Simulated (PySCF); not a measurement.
# H4NS: the cost of one run

Computed with PySCF 2.14.0; each step states its level. No surroundings beyond the atoms listed, unless a continuum is named. Atoms count from 0, parts from 1.

## Step 1: The system as given

6 atoms, charge -1, multiplicity 1; geometry: GFN2-xTB. Parts: 1 = atoms 0–1, `[SH-]`, charge -1; 2 = atoms 2–5, `N`, charge 0.

## Step 2: Relaxing the molecule at PBE0-D3(BJ)/def2-TZVPD

What the job is given:

```
{"job": {"xc": "PBE0", "basis": "def2-TZVPD", "d3": "d3bj", "grid": 3, "kind": "geom", "shake": 0.01}, "charge": -1, "multiplicity": 1, "parts": [{"atoms": "0-1", "charge": -1, "multiplicity": 1}, {"atoms": "2-5", "charge": 0, "multiplicity": 1}]}
S      0.313190     0.322501     0.203510
H     -0.457410    -0.389245    -0.632928
N     -2.201004     0.835807     2.137971
H     -1.978316     0.059274     2.771876
H     -1.476143     0.704742     1.380149
H     -1.873410     1.672616     2.642932
```

The run is started by

```bash
$ OMP_NUM_THREADS=1 python cluster_run.py task.json out
```

The driver reads the jobs from task.json and runs them one after another.

**Question.** How long does this first job take on 1 thread of Arm Neoverse N1, shared host, and how much memory does it need?

About 61 s, with a peak of 0.54 GiB.
